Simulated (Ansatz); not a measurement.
# doublet CH5BO−: RPA@PBE0/6-311+G(d,p)

Wanted: the energy of doublet CH5BO−. 

The results are computed with Ansatz 0.2.0.

57 further runs of the same task are left out: 57 set aside as unsound or not needed.

### Step 1. The molecule

CH5BO− has 8 atoms, charge -1, and is taken as a doublet. As SMILES of the parent species, `CBO`. The shape is that of a PBE0-D4/def2-TZVP optimisation. This is one conformer, not always the lowest. That shape belongs to the parent species and isn't relaxed for this state.

Bond lengths: C1–B2 1.559 Å, B2–O3 1.357 Å, C1–H4 1.092 Å, C1–H5 1.096 Å, C1–H6 1.096 Å, B2–H7 1.207 Å, O3–H8 0.960 Å. Angles: C1–B2–O3 119.4°, C1–B2–H7 121.8°, O3–B2–H7 118.7°, B2–C1–H4 113.4°, B2–C1–H5 110.2°, B2–C1–H6 110.2°, B2–O3–H8 113.1°, H4–C1–H5 108.7°, H4–C1–H6 108.7°, H5–C1–H6 105.3°.

### Step 2. The energy at RPA@PBE0/6-311+G(d,p)

in.yaml

```yaml
crystal:
  periodic: [false, false, false]
  atoms:
    - {symbol: C, position_ang: [-0.618600, 0.710300, -0.324600]}
    - {symbol: B, position_ang: [0.508800, -0.240100, 0.180200]}
    - {symbol: O, position_ang: [0.240700, -1.558300, 0.355600]}
    - {symbol: H, position_ang: [-1.568300, 0.201200, -0.499400]}
    - {symbol: H, position_ang: [-0.308500, 1.205100, -1.251900]}
    - {symbol: H, position_ang: [-0.780500, 1.520100, 0.395700]}
    - {symbol: H, position_ang: [1.620500, 0.163100, 0.420800]}
    - {symbol: H, position_ang: [0.998200, -2.058400, 0.667700]}
basis:
  gaussian: {orbitals: 6-311+G_st__st_.json}
total_charge: -1
magnetization: {spin_polarized: true, initial_magnetization: 1}
hamiltonian: {xc: {name: PBE0}}
correlation: {method: rpa, frozen_orbitals: {B: 1, C: 1, H: 0, O: 1}}
accuracy: high
```

The basis set 6-311+G** is read from a file made from the Basis Set Exchange's data (not shown).

On the command line:

```
$ ansatz run in.yaml --threads 1 --pin off --max-ram 3480MiB --events-out events.jsonl --progress --plain --runs-dir runs
```

**Question.** What will come out? Wanted: total energy; RPA correlation energy; ⟨S²⟩ of the reference determinant.

Computed results:

Level: RPA@PBE0/6-311+G**, 3 core orbitals frozen.

```
                         quantity          value
                     total energy  -141.04564 Eh
 RPA correlation energy (valence)     -693.8 mEh
⟨S²⟩ of the reference determinant          0.750
```
